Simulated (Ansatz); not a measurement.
Cartesian coordinates (Å):
```xyz
6

C     -0.6924    -0.0904     0.0473
C      0.5948     0.1075    -0.1117
F      1.4857    -0.2022     0.8418
H     -1.3720     0.1744    -0.7480
H     -1.0884    -0.5137     0.9591
H      1.0723     0.5244    -0.9885
```
Charge 0, multiplicity 1.

All values below come from frozen-core CCSD(T)/def2-TZVPP // CAM-B3LYP-D3(BJ)/def2-TZVP in Ansatz (a first-principles code).

- HF energy: -176.96268 Ha
- MP2 correlation energy: -0.57211 Ha

Question: Estimate the CCSD correlation energy, the (T) correction, the total energy and the T1 diagnostic.

Answer: 
```json
{
  "CCSD correlation energy": "-0.59192 Ha",
  "(T) correction": "-0.02212 Ha",
  "CCSD(T) total energy": "-177.57673 Ha",
  "T1 diagnostic": "0.012"
}
```
